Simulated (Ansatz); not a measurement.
## Rhodium (fcc) across density functionals

All rows: Ansatz, plane waves with scalar-relativistic PAW, 420 eV (500 eV for the SCAN forms), relaxed under each functional, no dispersion correction, no zero-point motion. B₀ comes from uniform scaling at fixed shape; a dash is a value not given.

The measured cell (COD entry 9008482) has a = 3.803 Å, 13.75 Å³/atom.

```
functional  V (Å³/atom)         cell  B₀ (GPa)  magnetic state
       PBE        14.05  a = 3.830 Å       257    non-magnetic
    r²SCAN        13.72  a = 3.800 Å       282    non-magnetic
    PBEsol        13.51  a = 3.780 Å       295    non-magnetic
       LDA        13.23  a = 3.754 Å       318    non-magnetic
    revPBE        14.24  a = 3.847 Å       243    non-magnetic
      RPBE        14.31  a = 3.854 Å       238    non-magnetic
      BLYP        14.82  a = 3.899 Å       215    non-magnetic
```

LDA gives the smallest volume and BLYP the largest.
